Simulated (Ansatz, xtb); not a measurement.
# C2H5O3: which of two isomers lies lower

Structure X is `O[CH]C(O)O`, a doublet and structure Y is `OC[C](O)O`, a doublet. Both are isolated molecules in the gas phase, relaxed with PBE0-D3(BJ)/def2-SVP, each in the lowest conformer that the search found.

Energies in hartree; the thermal terms are from PBE0-D3(BJ)/def2-SVP harmonic frequencies (ideal gas, rigid rotor, one conformer each, 298.15 K, 1 atm) and include the zero-point energy:

|  | X | Y |
| --- | --- | --- |
| E, CCSD(T)/def2-SVP | −303.814594 | −303.815131 |
| E, MP2/def2-SVP | −303.756224 | −303.756924 |
| E, MP2/def2-TZVPP | −304.344414 | −304.344387 |
| zero-point energy | 0.078169 | 0.078419 |
| H(298 K) − E | 0.084878 | 0.085153 |
| G(298 K) − E | 0.048774 | 0.049111 |

Question: Correct the CCSD(T) difference for the basis set by the MP2 change, then work out ΔE, ΔE₀, ΔH and ΔG for X → Y in kcal/mol (1 Eh = 627.51 kcal/mol) and the equilibrium ratio [Y]/[X].

Answer: 1. Differences Y − X: CCSD(T) −0.000537, MP2 in the small set −0.000700, MP2 in the large set +0.000027 Eh.
2. ΔE = −0.000537 + (+0.000027 − (−0.000700)) = +0.000190 Eh = +0.12 kcal/mol.
3. ΔE₀ = ΔE + ΔZPE = +0.000190 + (+0.000250) Eh = +0.28 kcal/mol.
4. ΔH = ΔE + (+0.000275) Eh = +0.29 kcal/mol.
5. ΔG = ΔE + (+0.000337) Eh = +0.33 kcal/mol, so ΔS = (ΔH − ΔG)/T = −0.5 J/(mol K).
6. kT = 0.9442 mEh, so K = [Y]/[X] = exp(−ΔG/kT) = exp(−0.56) ≈ 0.57.

The two are too close for this level to say which is favoured. An error of 1 kcal/mol in ΔG would change K by a factor of 5.4. Mirror images and further conformers aren't counted.

As drawn, both hold the same kinds of bond in the same numbers.

Other levels gave ΔE = −2.0 (GFN2-xTB); −3.8 (HF/STO-3G, GFN2-xTB geometries); +0.2 (r2SCAN-D4/def2-SVP, GFN2-xTB geometries); −0.6 (PBE0-D3(BJ)/def2-SVP); −1.0 (HF/def2-SVP); −0.4 (MP2/def2-SVP); −0.3 (CCSD(T)/def2-SVP) kcal/mol. Open shells are spin-unrestricted. The correlated steps freeze 5 core orbitals. Programs: Ansatz 0.2.0, xtb 6.7.1.
